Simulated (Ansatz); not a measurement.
A made-up structure of CH$_{5}$BN (charge +1), singlet:

```
8
angstrom
B -0.7092 0.7732 -0.8074
C -0.1563 -0.0152 0.4096
N 0.8648 -0.7838 0.4807
H -1.5347 0.2509 -1.4860
H -0.3363 1.8912 -0.9677
H -0.7173 0.1000 1.3434
H 0.3700 0.8941 0.5506
H 1.1257 -1.2474 1.3452
```

It is relaxed with PBE-D4/def2-SVP and then PBE0-D4/def2-TZVP (Ansatz 0.2.0). Atoms count as bonded within 1.22 times the sum of their covalent radii (H–H: 0.88 Å). The end point is not checked to be a true minimum.

**Question.** Does its bonding change? (Judge from chemistry; the calculation decides.)

**Answer.** The calculation gives: Yes. Formed: B1–H6, B1–H7; broken: none.

Where it ends: The first stage lowers the energy by 1.97 eV in 21 steps. It ends as CH₅BN ([NH][C]12[H][BH2]1[H]2), total charge +1:
```json
{"atom": "B1", "x (Å)": "-0.7370", "y (Å)": "0.8995", "z (Å)": "-0.5573"}
{"atom": "C2", "x (Å)": "0.2176", "y (Å)": "-0.0350", "z (Å)": "0.3725"}
{"atom": "N3", "x (Å)": "0.9737", "y (Å)": "-0.8116", "z (Å)": "0.8818"}
{"atom": "H4", "x (Å)": "-1.1522", "y (Å)": "0.2528", "z (Å)": "-1.4568"}
{"atom": "H5", "x (Å)": "-0.8676", "y (Å)": "2.0249", "z (Å)": "-0.2145"}
{"atom": "H6", "x (Å)": "-0.9423", "y (Å)": "0.2340", "z (Å)": "0.6545"}
{"atom": "H7", "x (Å)": "0.6432", "y (Å)": "0.7658", "z (Å)": "-0.4452"}
{"atom": "H8", "x (Å)": "0.7714", "y (Å)": "-1.4675", "z (Å)": "1.6335"}
```

Labels in which every atom is bracketed show which atoms are joined, not bond orders.

For scale, one of the runs: PBE0-D4/def2-TZVP relaxation, 123 basis functions, launched by `ansatz run in.yaml --threads 2 --pin off --events-out ev --progress --plain --max-ram 4352MiB`. The run took about 21 s on 2 CPU threads of an Arm Neoverse V1 (shared host).
